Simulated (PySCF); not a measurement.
Atom-mapped SMILES (the numbers label the heavy atoms): `[CH3:1][CH:2]([CH3:3])[C:4](=[O:5])[OH:6]`; H(Xn) means a hydrogen on atom n.

GIAO PBE0/pcSseg-1 shifts (PySCF 2.14.0 with density-fitted response routines, gas phase, non-relativistic, equivalent atoms averaged), each against references optimised in the same way as the molecule (TMS, H2O).

On the GFN2-xTB geometry: C4 182.5, C2 36.4, C1/C3 21.7, O5 419.5, O6 211.1, H(O6) 5.97, H(C2) 2.56, H(C1)/H(C3) 1.25 ppm.

**Question.** What changes on the PBE0-D3(BJ)/def2-SVP geometry?

**Answer.** 
| atoms | δ (ppm) | change |
| --- | --- | --- |
| C4 | 180.0 | -2.5 |
| C2 | 34.0 | -2.4 |
| C1/C3 | 20.0 | -1.7 |
| O5 | 435.2 | +15.7 |
| O6 | 210.0 | -1.1 |
| H(O6) | 5.59 | -0.38 |
| H(C2) | 2.26 | -0.30 |
| H(C1)/H(C3) | 1.18 | -0.07 |

Bonds between heavy atoms that differ most (equivalent bonds averaged): C1–C2 1.529 → 1.524 Å, C4–O5 1.201 → 1.203 Å. Mean change of bonds to hydrogen: C–H +0.013 Å, O–H -0.001 Å. The two structures also differ in conformation, which adds to the changes.
